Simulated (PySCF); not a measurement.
# C3H5Cl (1-chloro-1-propene(E)): the cost of one run

Computed with PySCF 2.14.0, with density-fitted response routines of our own, on a single molecule in the gas phase. Atoms count from 0, in the outputs and in this text.

**1. The starting structure**

9 atoms, charge 0, multiplicity 1; geometry from: GFN2-xTB. The atoms were then displaced at random by about 0.01 Å, so the start is not that level's minimum.

Bonds of the start (Å): C0–C1 1.46, C1–C2 1.31, C2–Cl3 1.77, C0–H4 1.11, C0–H5 1.09, C0–H6 1.09, C1–H7 1.07, C2–H8 1.08.

**2. Relaxing the molecule at PBE0-D3(BJ)/def2-TZVP**

Job settings and geometry (Å):

```
{"job": {"xc": "PBE0", "basis": "def2-TZVP", "d3": "d3bj", "grid": 2, "shake": 0.01, "kind": "geom"}, "charge": 0, "multiplicity": 1}
C     -1.177400     0.004660     0.011770
C      0.206170    -0.458610     0.048350
C      1.238810     0.341020    -0.067670
Cl     2.915310    -0.231550    -0.011000
H     -1.241090     1.102040    -0.129740
H     -1.715790    -0.233310     0.927410
H     -1.719210    -0.445890    -0.816830
H      0.365940    -1.513020     0.173050
H      1.185090     1.417500    -0.169070
```

The run is started by

```console
$ OMP_NUM_THREADS=1 python probes_run.py task.json out
```

This one command runs all jobs of the session in turn.

**Question.** How long does this first job take on 1 thread of Arm Neoverse V1, shared host, and how much memory does it need?

About 52 s, with a peak of 0.7 GiB.
